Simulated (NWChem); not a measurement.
A series in which one site is exchanged, each optimised at PBE0/def2-SVP with NWChem, gas phase unless a solvent is named. Some are not confirmed as minima by frequencies. def2 effective core potentials on Sn; no spin-orbit coupling.

A: CNC (C₂H₇N; site = C)
B: C[NH][SnH3] (CH7NSn; site = Sn)
C: C[NH][GeH3] (CH₇GeN; site = Ge)
D: CN[SiH3] (CH7NSi; site = Si)

Values for A:

```
Item                                                 Value
---------------------------------------------------  -----
orbital gap (eV), PBE0/def2-SVP                       8.01
vertical ionisation energy, ΔSCF, PBE/def2-SVP (eV)   8.51
static polarisability, PBE/def2-SVPD (bohr³)          39.3
lowest singlet excitation, PBE/def2-SVPD, TDA (eV)    5.10
```

Question: How do these values change for the other members?

Answer: 
```csv
change from A,B,C,D
"orbital gap (eV), PBE0/def2-SVP",-1.44,-0.61,-0.37
"vertical ionisation energy, ΔSCF, PBE/def2-SVP (eV)",-0.25,-0.01,+0.15
"static polarisability, PBE/def2-SVPD (bohr³)",+28.5,+17.8,+13.8
"lowest singlet excitation, PBE/def2-SVPD, TDA (eV)",-0.67,-0.23,-0.03
```
